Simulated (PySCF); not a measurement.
**`CCC(C)=S`: 4 charge schemes on one density**

Compound: C4H8S.
Geometry (GFN2-xTB, dihedral held, Å), atoms numbered from 1 in this order:
```xyz
13
C4H8S angstrom
C      1.581   -0.349   -0.111
C      0.567    0.573    0.570
C     -0.706    0.663   -0.215
C     -1.113    2.008   -0.701
S     -1.603   -0.657   -0.522
H      2.474   -0.441    0.501
H      1.148   -1.336   -0.253
H      1.863    0.047   -1.084
H      0.998    1.567    0.704
H      0.337    0.161    1.556
H     -1.245    2.684    0.145
H     -0.327    2.427   -1.332
H     -2.040    1.957   -1.267
```

Density: PBE0/pcSseg-1 (PySCF); schemes: Mulliken, IAO, Hirshfeld and ESP-fitted. The geometry is a constrained GFN2-xTB structure with the dihedral C1–C2–C3–C4 held at 240°, isolated molecule; it need not be a minimum.

Question: Atoms with like bonding are taken together and averaged. For which atoms does the sign change between the 4 schemes (beyond +0.03 e in one, beyond −0.03 e in another)?

Answer: C2 and C3. Atomic charges aren't observables, and each scheme defines them in its own way.

Question: Do the Mulliken, IAO, Hirshfeld and ESP-fitted schemes agree on where the charge is highest?

Answer: The schemes don't all agree: Mulliken H11/H12/H13 (+0.137); IAO H11/H12/H13 (+0.163); Hirshfeld C3 (+0.069); ESP-fitted C3 (+0.168).

Question: At which atom do the 4 schemes differ most?

Answer: At C3: from -0.387 (Mulliken) to +0.168 e (ESP-fitted), 0.555 e apart.

Question: What partial charge does each atom carry?

Answer: In e; atoms taken as equivalent share a row and are averaged (×n: the atom named and its like, n in all):

```csv
atom,environment,Mulliken,IAO,Hirshfeld,ESP-fitted
C1,methyl carbon,-0.272,-0.409,-0.116,-0.271
C2,chain CH2 carbon,-0.168,-0.272,-0.071,+0.048
C3,thiocarbonyl carbon,-0.387,-0.008,+0.069,+0.168
C4,methyl carbon,-0.153,-0.433,-0.120,-0.356
S5,thiocarbonyl sulfur,-0.062,-0.105,-0.125,-0.245
H6/H7/H8,methyl hydrogen,+0.122,+0.147,+0.038,+0.079
H9/H10,methylene hydrogen,+0.133,+0.150,+0.046,+0.030
H11/H12/H13,methyl hydrogen,+0.137,+0.163,+0.052,+0.120
```

Mean size of the charges over all atoms: IAO 0.189 e, Mulliken 0.160 e, ESP-fitted 0.134 e, Hirshfeld 0.066 e. Each set sums to the total charge, 0, to within 0.001 e. The Hirshfeld scheme divides the density at each point in proportion to the densities of the neutral, spherically averaged free atoms.

Some averages cover members that differ in this geometry: H11/H12/H13, ESP-fitted +0.090 to +0.143; H9/H10, Mulliken +0.112 to +0.154; H6/H7/H8, ESP-fitted +0.061 to +0.092; H9/H10, IAO +0.135 to +0.165 e.

Question: How closely do the schemes follow one another over all atoms?

Answer: Correlation coefficient and root-mean-square difference: Hirshfeld with ESP-fitted 0.91, 0.103 e; IAO with Hirshfeld 0.89, 0.158 e; IAO with ESP-fitted 0.80, 0.133 e; Mulliken with IAO 0.77, 0.141 e; Mulliken with Hirshfeld 0.53, 0.153 e; Mulliken with ESP-fitted 0.41, 0.188 e.

Question: How many electrons does the Mulliken scheme count on C3?

Answer: Z − q = 6 − (-0.387) = 6.387.

Question: Sum the charges by element, for elements with more than one atom.

Answer: 
```csv
element,atoms,Mulliken,IAO,Hirshfeld,ESP-fitted
C,4,-0.980,-1.123,-0.237,-0.412
H,8,+1.042,+1.228,+0.362,+0.657
```
